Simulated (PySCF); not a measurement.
Complete the spectrum of C5H9F

C5H9F.
Numbering: `[F:1][CH:2]1[CH2:3][CH2:4][CH2:5][CH2:6]1` (hydrogens: H7 on C2; H8, H9 on C3; H10, H11 on C4; H12, H13 on C5; H14, H15 on C6)

Geometry (PBE0-D3(BJ)/def2-SVP, Å), atoms numbered from 1 in this order:
```
atom  x, y, z in Å
F1    -1.0414   -0.0649    1.7838
C2    -1.1867    0.0615    0.4114
C3    -0.3477    1.2322   -0.0650
C4     1.0922    0.6954   -0.0443
C5     0.9681   -0.8442   -0.1630
C6    -0.5378   -1.1341   -0.2593
H7    -2.2642    0.1660    0.2010
H8    -0.4999    2.1215    0.5639
H9    -0.6605    1.4928   -1.0891
H10    1.5828    0.9659    0.9017
H11    1.7000    1.1309   -0.8507
H12    1.5159   -1.2449   -1.0282
H13    1.3885   -1.3293    0.7296
H14   -0.8402   -2.0779    0.2173
H15   -0.8702   -1.1704   -1.3094
```

Method used: PySCF 2.14.0, density-fitted response routines, TDDFT CAM-B3LYP/def2-SVPD, vertical, gas phase, core orbitals frozen in the response.

Orbital energies (eV): HOMO-3 -11.12, HOMO-2 -10.74, HOMO-1 -10.72, HOMO -10.24, LUMO 1.27, LUMO+1 2.02, LUMO+2 2.16.

Lowest singlets, with some entries withheld (?).

```
state  ν̃ (cm⁻¹)       f  main configurations (H = HOMO, L = LUMO)
   S1      68260  0.0015                                         ?
   S2      71960       ?                  H-2→L (78%), H→L+1 (13%)
   S3      72270       ?                               H-1→L (87%)
   S4          ?  0.0066      H→L+1 (50%), H-4→L (27%), H-2→L (9%)
   S5      75160   0.013                                         ?
   S6      76120   0.059     H-4→L (58%), H→L+1 (17%), H→L+3 (10%)
   S7      76260       ?                  H→L+2 (66%), H-5→L (17%)
   S8      78580   0.010   H→L+3 (55%), H→L+5 (17%), H-2→L+1 (10%)
   S9      79030  0.0042                                         ?
  S10          ?  0.0031              H-1→L+1 (68%), H-2→L+2 (12%)
```

(1) What stands in place of each question mark?

(2) How far apart are S3 and S8, in eV and cm⁻¹?

(3) What is the vertical ionisation energy by ΔSCF at this level?

(4) What is the mean static polarisability from the same response equations?

## Answers

(1) 
- S1: H→L (91%)
- S2: f = 0.0031
- S3: f = 0.040
- S4: ν̃ = 75080 cm⁻¹
- S5: H-3→L (85%)
- S7: f = 0.0029
- S9: H-2→L+1 (55%), H→L+3 (9%)
- S10: ν̃ = 79550 cm⁻¹

(2) 9.742 − 8.961 = 0.781 eV, or about 6310 cm⁻¹.

(3) 11.16 eV; −ε(HOMO) is 10.24 eV.

(4) 58.0 au (8.60 Å³), with principal values 53.9, 60.0 and 60.1 au.

On an Intel Xeon Platinum 8375C at 2.90 GHz with one thread, shared host with 128 logical CPUs at a one-minute load of 73, this took 4.2 min wall (with the writing of density and orbital grids) and 1.1 GiB of memory at its peak.

One conformer stands for the species.
